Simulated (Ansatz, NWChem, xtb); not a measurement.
**How methods differ on SiH4S (sulfanylsilane)**

The species is SiH4S (6 atoms), meant as a singlet with charge 0. SMILES: `[SiH3]S`. The coordinates come from a PBE0-D4/def2-TZVP relaxation.

Quantity: the electronic atomisation energy, in eV. The values are calculated. Electronic energies at fixed atoms, without zero-point motion or spin-orbit coupling.

| level | kind | program | value (eV) | CPU time (all runs) |
| --- | --- | --- | --- | --- |
| GFN2-xTB | semi-empirical | xtb | 20.33 | under 2 s |
| GFN0-xTB | semi-empirical | xtb | 23.14 | under 2 s |
| GFN1-xTB | semi-empirical | xtb | 27.11 | under 2 s |
| HF/STO-3G | Hartree–Fock | Ansatz | 17.63 | 0.16 s |
| BLYP/STO-3G | GGA | Ansatz | 23.00 | 1.8 s |
| PBE/STO-3G | GGA | Ansatz | 23.16 | 1.8 s |
| revPBE/STO-3G | GGA | Ansatz | 22.69 | 1.9 s |
| r2SCAN/STO-3G | meta-GGA | Ansatz | 22.95 | 5.3 s |
| PBE0/6-311G** | global hybrid | NWChem | 16.97 | 11 s |
| PBE0/6-31G | global hybrid | NWChem | 15.25 | 7 s |

The values span 15.25 to 27.11 eV. The xTB rows lack spin polarisation, so open shells miss the exchange term that lowers them. Times are those of the runs behind each value, whatever else they computed, on shared processors of several kinds: orders of magnitude only.
